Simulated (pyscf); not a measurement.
## Four-centre exchange: H₃C–Mg–CH₃ (SMILES [CH3][Mg][CH3]) + H₂ (SMILES [H][H]) → H₃C–MgH (SMILES [CH3][MgH]) + CH₄ (SMILES C)

Gas phase, singlet surface, charge 0. Bonds broken: Mg1–C2, H10–H11. Bonds formed: Mg1–H10, C2–H11. PySCF, gas phase, ωB97X-D3(BJ)/def2-SVP geometries.

Transition state (Å):

```xyz
11

Mg    -0.1894     0.1815    -0.0015
C     -2.2681     0.7983     0.5778
C      0.8996    -0.9761    -1.3475
H     -2.6167     1.1287    -0.4209
H     -2.7056    -0.1997     0.7775
H     -2.7380     1.4849     1.3011
H      1.7929    -1.4268    -0.8812
H      0.2982    -1.8023    -1.7650
H      1.2564    -0.3761    -2.2037
H      0.0363     1.3875     1.4606
H     -0.9536     1.2360     1.2008
```

One imaginary mode, 1452i cm⁻¹; descent along it reached the two sides named.

| bond | change | reactant side (Å) | saddle | product side |
|---|---|---|---|---|
| Mg1–C2 | breaks | 2.096 | 2.244 | 3.0 |
| H10–H11 | breaks | 0.762 | 1.035 | 2.8 |
| Mg1–H10 | forms | 2.7 | 1.909 | 1.707 |
| C2–H11 | forms | 3.2 | 1.519 | 1.100 |

Electronic energies relative to the separated reactants (kcal/mol):

```csv
level,barrier,reaction energy,reverse barrier
ωB97X-D3(BJ)/def2-TZVP,25.1,-9.9,34.9
PBE/def2-TZVP,20.9,-9.4,30.2
r²SCAN/def2-TZVP,20.7,-9.6,30.3
B3LYP-D3(BJ)/def2-TZVP,24.3,-10.1,34.5
PBE0-D3(BJ)/def2-TZVP,21.7,-10.2,31.9
M06-2X/def2-TZVP,27.2,-7.5,34.7
ωB97M-D3(BJ)/def2-TZVP,25.7,-10.5,36.2
HF/def2-TZVP,34.9,-16.3,51.3
```

With ωB97M-D3(BJ)/def2-TZVP energies and thermal terms (ideal gas, 1 atm, RRHO with modes under 100 cm⁻¹ raised to 100, one conformer, R ln 2 for chiral ones without a mode under 150 cm⁻¹), in kcal/mol:

| T (K) | ΔH‡ | ΔG‡ | ΔH | ΔG |
|---|---|---|---|---|
| 298 | 26.1 | 33.2 | -8.2 | -8.9 |
| 600 | 25.2 | 40.7 | -9.6 | -8.9 |
| 900 | 25.1 | 48.5 | -10.7 | -8.4 |
| 1200 | 25.2 | 56.3 | -11.4 | -7.5 |

At the saddle there is also a short H–Mg contact that neither side keeps. This is the saddle that the search found; another between the same sides may lie lower.
